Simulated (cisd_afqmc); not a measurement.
Input (AFQMC/CISD/cc-pVDZ; cisd_afqmc is a phaseless AFQMC code with CISD trial states that reads the integrals written by Ansatz):

Ansatz 0.2 input:
```python
import cisd_afqmc

open("ham.yaml", "w").write("""\
crystal:
  periodic: [false, false, false]
  atoms:
    - {symbol: C, position_ang: [0.04224489, -0.56967492, 0.04211330]}
    - {symbol: O, position_ang: [-0.04486502, 0.78779393, -0.03501777]}
    - {symbol: H, position_ang: [1.07433732, -0.94369547, -0.01301193]}
    - {symbol: H, position_ang: [-0.49479825, -0.99234207, 0.90297455]}
    - {symbol: H, position_ang: [-0.47408828, -0.94826444, -0.86250030]}
basis:
  gaussian:
    orbitals: cc-pVDZ
magnetization: {spin_polarized: true, initial_magnetization: 1}
correlation: {method: ccsd, electrons: outside_noble_gas, hamiltonian_folder: ham}
""")
rep = cisd_afqmc.ansatz("ham.yaml")
e_ccsd = rep["correlation"]["coupled_cluster"]["energy"]["hartree"]
out = cisd_afqmc.run("ham", e_ccsd, trial="CISD", walkers=200, populations=8, threads=8, dt=0.005, steps=40, early=24, settle=10, least=32,
    cut=5e-5, rank_cut=2e-4, target=0.0004, seconds=1500, seed=1, memory=17280, gpu=False)
```

Output:

```
orbitals 41, occupied [7, 6], factors 230 of 386, rank of the doubles 225 of 448
E(HF) = -114.429539
E(CCSD) on the cut factors = -114.748108, shift to the whole factors -0.000012
Energy of the trial state on the determinant = -114.748080
  tau behind 7.2 of longer steps, mean of the populations' last blocks
   2.0  -114.75621
   4.0  -114.75537
   6.0  -114.75506
   8.0  -114.75582
blocks 258 (0 outliers left out), error by blocks joined: 1: 0.00014, 2: 0.00015, 4: 0.00017, 8: 0.00018, 16: 0.00015
E(AFQMC/CISD) = -114.75544 +/- 0.00018
```
